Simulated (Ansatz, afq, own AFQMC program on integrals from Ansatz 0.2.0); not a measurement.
Integrals from Ansatz 0.2.0, then the random walk in our own AFQMC program (afq).

```yaml
crystal:
  periodic: [false, false, false]
  atoms:
    - {symbol: B, position_ang: [0.000000, 0.000000, 0.000000]}
    - {symbol: O, position_ang: [0.000000, 0.000000, 2.167000]}
basis:
  gaussian: {orbitals: 6-31G}
magnetization: {spin_polarized: true, initial_magnetization: 1}
correlation: {method: ccsd_t, electrons: outside_noble_gas, hamiltonian_folder: ham}
```

```sh
$ ansatz run in.yaml --threads 1 --pin off --events-out ev --progress --plain --max-ram 24576MiB --backend cuda --devices 0, --max-vram 18GiB
```

Options of the walk:

```
--method phaseless --trial cisd --walkers 4000 --populations 20 --least-time 60 --time-step 0.005 --steps-per-block 50 --equilibration-blocks 40 --max-blocks 4000 --target-error 0.00036 --factor-cut 1e-05 --start spin_pure --seed 6795 --release-times 0.24,0.51,0.99,1.62,2.4 --release-step 0.03 --release-every 3 --taylor-order 6
```

Times are imaginary, in 1/Eh. The walk had a cap of 122 s. With eight or more populations the least sampling time is a fifth of least-time, and the error comes from their spread.

afq prints:

```
orbitals 16  electrons 5 4  factors 85 of 201
reference energy -99.31289788 Eh
CCSD correlation -0.15363972 Eh in 20 cycles, weight of the determinant in the CISD state 0.7121
energy of the start -99.447474 Eh
 block  time / (1/Eh)  mean weight  energy / Eh
     1     0.250  1.0000  -99.455269
     2     0.500  0.9999  -99.459913
     3     0.750  1.0002  -99.463564
     4     1.000  0.9999  -99.464897
     5     1.250  1.0000  -99.466830
     7     1.750  1.0001  -99.469898
     9     2.250  1.0000  -99.469912
    11     2.750  1.0000  -99.470462
    15     3.750  0.9999  -99.472157
    19     4.750  0.9999  -99.470608
    23     5.750  1.0001  -99.472443
    27     6.750  1.0001  -99.472392
    31     7.750  1.0000  -99.473648
    35     8.750  0.9999  -99.474421
    39     9.750  1.0004  -99.473154
    43    10.750  0.9997  -99.474363
    47    11.750  0.9998  -99.472636
    51    12.750  0.9998  -99.473880
    55    13.750  1.0002  -99.471867
    59    14.750  1.0001  -99.471807
    63    15.750  0.9999  -99.471886
    67    16.750  0.9999  -99.473683
    69    17.250  1.0001  -99.478766
    71    17.750  0.9997  -99.471434
    75    18.750  1.0002  -99.473291
    79    19.750  1.0004  -99.471788
    83    20.750  1.0000  -99.473238
    87    21.750  1.0001  -99.472603
    89    22.250  1.0004  -99.471667
error from the spread of 20 populations
released: time / (1/Eh)  energy / Eh  error  mean overlap
  0.24  -99.473002  0.000233  1.0013
  0.51  -99.473701  0.000358  1.0006
  0.99  -99.473526  0.000268  1.0003
  1.62  -99.473791  0.000457  1.0019
  2.40  -99.474705  0.000548  1.0028
energy -99.472871 +/- 0.000293 Eh
(rows thinned)
```

The run passed its tests (sampling time, drift between the halves within three errors, error under three times the target), which doesn't prove that it has relaxed.

Against this walk (error 8.0 meV) on the same determinant: CCSD(T) 58.4 meV higher, CCSDT(Q) 68.7 meV lower, CCSDTQ 44.0 meV lower, full CI 42.8 meV lower. The error is statistical and leaves out the bias of the constraint. The determinant has ⟨S²⟩ = 1.31, so the low cluster orders mix in higher spin, while the walk starts as a pure doublet. The released energies are still falling (meV from the phaseless value at times in 1/Eh: -4 ± 6 at 0.24, -23 ± 10 at 0.51, -18 ± 7 at 0.99, -25 ± 12 at 1.62, -50 ± 15 at 2.40), so they give no level. Full CI is exact here, so the walk's 43 meV above it is the walk's own error: the bias of the constraint with this trial. The determinant is a poor start (see the cautions), so the low cluster orders aren't to be relied on, and full CI is the sure value.

Cautions: constraint bias not in the error; strong correlation (T1 0.098, weight of the determinant 0.71, largest double 0.16); unrestricted determinant spin contaminated (⟨S²⟩ 1.31 against 0.75); CCSD(T) is in doubt: in a space of 9 electrons in 8 natural orbitals full CI lies 108 meV below it.

The walk took 24 s on 1 × NVIDIA H100 80GB HBM3 with 2 threads of AMD EPYC 7R13 Processor (Zen 3), on a shared host (the card was shared). The log's last line is the phaseless energy.

CCSDT and higher add their correlation energy to the determinant of the CCSD(T) run, since their own runs factorise the integrals more tightly (a shift of under 2 meV). A walk keeps the symmetry of its determinant, which the program's search chose and which needn't be the lowest solution, so a lower state of the same spin and another symmetry isn't excluded.
